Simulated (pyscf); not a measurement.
Optimised with ωB97X-D3(BJ)/def2-SVP in PySCF. MP2 and CC: frozen core, UHF for open shells. ΔMP2 is the change of the MP2 total energy from the triple- to the quadruple-zeta basis.

### Question
PBE/def2-TZVP puts the barrier of H₃C–CH•–Cl -> •HC=CH₂ + HCl (elimination; doublet surface; C–Cl, C–H broken, Cl–H formed) at 63.1 kcal/mol and the reaction energy at +38.1 kcal/mol, from the reactant's lowest minimum found. What do r²SCAN/def2-TZVP, M06-2X/def2-TZVP, CCSD(T)/def2-TZVPP + ΔMP2(QZVPP) give on the same structures?

### Answer
r²SCAN: ΔE‡ = 67.2 kcal/mol, ΔE = +38.3 kcal/mol; M06-2X: ΔE‡ = 70.7 kcal/mol, ΔE = +36.7 kcal/mol; CCSD(T): ΔE‡ = 71.5 kcal/mol, ΔE = +34.4 kcal/mol. PBE's barrier lies under all of them, by 4.1 to 8.4 kcal/mol. Its reaction energy lies among theirs. Low barriers are usual for a GGA, whose delocalisation error favours stretched bonds. At the saddle there is also a short C–H contact that neither side keeps. The same reactants have a lower exit, to •H₂C–CH₂–Cl (barrier +46.9 kcal/mol at ωB97M-D3(BJ), against +70.8 kcal/mol here). This is the saddle that the search found; another between the same sides may lie lower. The CCSD(T) − MP2 part came from Ansatz, without density fitting, on the same reference. A UHF reference is spin-contaminated (<S²> up to 0.96), which harms MP2 most.
